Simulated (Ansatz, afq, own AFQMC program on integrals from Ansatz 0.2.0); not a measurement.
## HBr + NH, triplet in cc-pVTZ along one coordinate

```xyz
4

Br   -1.8444    0.2511    0.0000
H    -0.4238    0.2511    0.0000
N     0.9996    0.2511    0.0000
H     1.2687   -0.7532    0.0000
```

A hydrogen atom is moved from one rigid fragment to the other; the Br1–H2 distance tells how far. The two fragments are held close together, so this isn't a minimum-energy path and the start is a compressed complex. Energies in mEh count from this geometry (1.421 Å) at the same level; the start stands on UHF, each point on the determinant named.

Basis cc-pVTZ. Only valence electrons are correlated. Ansatz 0.2.0 and our own AFQMC program on the same integrals; the CISD trial comes from CCSD amplitudes, and released means the phaseless constraint is let go. Error bars are statistical, one sigma. No spin–orbit coupling.

Cautions, each for one point or more: inner d shell frozen; lower spins were not checked; no relativity below Rb; no spin-orbit coupling; unrestricted determinant slightly spin contaminated.

| r(Br1–H2) / Å | det. | T1 | weight | ⟨S²⟩ | CCSD(T) | ph-AFQMC/CISD | PBE | B3LYP |
| --- | --- | --- | --- | --- | --- | --- | --- | --- |
| 1.530 | UHF | 0.019 | 0.86 | 2.04 | -1.6 | -1.6 ± 0.3 | -7.4 | -5.1 |
| 1.585 | UHF | 0.020 | 0.86 | 2.05 | -2.2 | -2.0 ± 0.3 | -10.1 | -7.2 |
| 1.640 | UHF | 0.019 | 0.86 | 2.06 | -3.3 | -3.5 ± 0.3 | -12.6 | -9.4 |
| 1.804 | UHF | 0.021 | 0.87 | 2.03 | -7.1 | -7.2 ± 0.3 | -14.3 | -12.6 |

Weight is that of the determinant in the CISD state; at the start T1 is 0.015 and the weight 0.87, and ⟨S²⟩ is 2.03. Largest departures from phaseless AFQMC with a CISD trial: CCSD(T) -0.2 mEh at 1.585 (on UHF) (within the noise), PBE -9.2 mEh at 1.640, B3LYP -5.9 mEh at 1.640. The walk's constraint bias lies outside its error bars, so these are departures and not errors. Functionals count only at points shown to share the start's state and spin.

Some points may be missing: those where a free walk finds a much lower state, and past Zn most of those on another determinant than at the start.

A walk keeps the symmetry of its determinant, which the program's search chose and which needn't be the lowest solution, so a lower state of the same spin and another symmetry isn't excluded.
